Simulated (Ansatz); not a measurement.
## Relative stability

Two relaxed structures of LiAlHCl, singlet (PBE0-D4/def2-TZVP; forces vanish, vibrations not checked).

A:

| atom | x (Å) | y (Å) | z (Å) |
| --- | --- | --- | --- |
| Li1 | -1.7851 | -0.5022 | 0.6038 |
| Al2 | 0.5979 | -0.3164 | 0.0973 |
| Cl3 | 2.5007 | -1.2086 | 0.5246 |
| H4 | -0.4678 | -1.4192 | 1.1388 |

B:

```tsv
atom	x (Å)	y (Å)	z (Å)
Li1	-2.4926	0.0002	0.2655
Al2	0.0909	0.1891	-0.1249
Cl3	1.2967	-1.3978	0.7133
H4	1.1050	1.2086	-0.8539
```

Computed with Ansatz 0.2.0 (basis: def2-TZVPP); correlated methods freeze the cores. The outer core shell of Li, Na, Mg and K is correlated. B3LYP uses VWN-RPA correlation.

Q: Which structure is lower at CCSD(T), and by how much? (Judge from chemistry; the value comes from the calculation.)

A: By the calculation: B, by 0.217 eV (electronic energy, against the other). By their contacts, A is LiAlHCl ([Cl][Al]1[H][Li]1) and B is LiAlHCl ([Li][AlH][Cl]).

All methods give the same order:

| method | E(B) − E(A) (eV) |
| --- | --- |
| PBE-D4 | -0.142 |
| r2SCAN-D4 | -0.185 |
| PBE0-D4 | -0.190 |
| B3LYP-D4 | -0.157 |
| wB97M-V | -0.163 |
| HF | -0.347 |
| MP2 | -0.248 |
| CCSD | -0.231 |
| CCSD(T) | -0.217 |

No T1 diagnostic of these runs exceeds 0.011. The restricted Hartree–Fock reference is unstable towards an unrestricted one at one or more of these structures.

Labels in which every atom is bracketed show which atoms are joined, not bond orders.

For scale, one of the runs: CCSD(T)/def2-TZVPP, 117 basis functions, launched by `ansatz run in.yaml --threads 2 --pin off --events-out ev --progress --plain --max-ram 4352MiB`. The run took about 2.8 s on 2 CPU threads of an Arm Neoverse V2 (shared host).
